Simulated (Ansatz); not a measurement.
We consider zinc-blende BeTe, described by r²SCAN (plane waves, PAW; Ansatz, a quantum-chemistry and plane-wave program).

Run with plane-wave cutoff 600 eV, 10×10×10 k mesh, scalar-relativistic PAW data made under PBE.

Computed at the level's own relaxed cell.

Elastic tensor (GPa, Voigt notation, ions relaxed):

```
  101.3    38.3    38.3     0.0     0.0     0.0
   38.3   101.3    38.3     0.0     0.0     0.0
   38.3    38.3   101.3     0.0     0.0     0.0
    0.0     0.0     0.0    52.3     0.0     0.0
    0.0     0.0     0.0     0.0    52.3     0.0
    0.0     0.0     0.0     0.0     0.0    52.3
```

Q: Work out the Voigt, Reuss and Hill averages of the bulk and shear moduli, Young's modulus and Poisson's ratio from the printed constants.

A: K_V = [C11 + C22 + C33 + 2(C12 + C13 + C23)]/9 = [303.9 + 2 × 114.9]/9 = 59.3 GPa. G_V = [303.9 − 114.9 + 3 × 156.9]/15 = 44.0 GPa. From the compliances S = C⁻¹, K_R = 59.3 and G_R = 41.4 GPa. Hill means: K = 59.3, G = 42.7 GPa. E = 9KG/(3K + G) = 103 GPa, ν = (3K − 2G)/(6K + 2G) = 0.21, K/G = 1.39.

The computed numbers hold no vibrational or temperature effects.
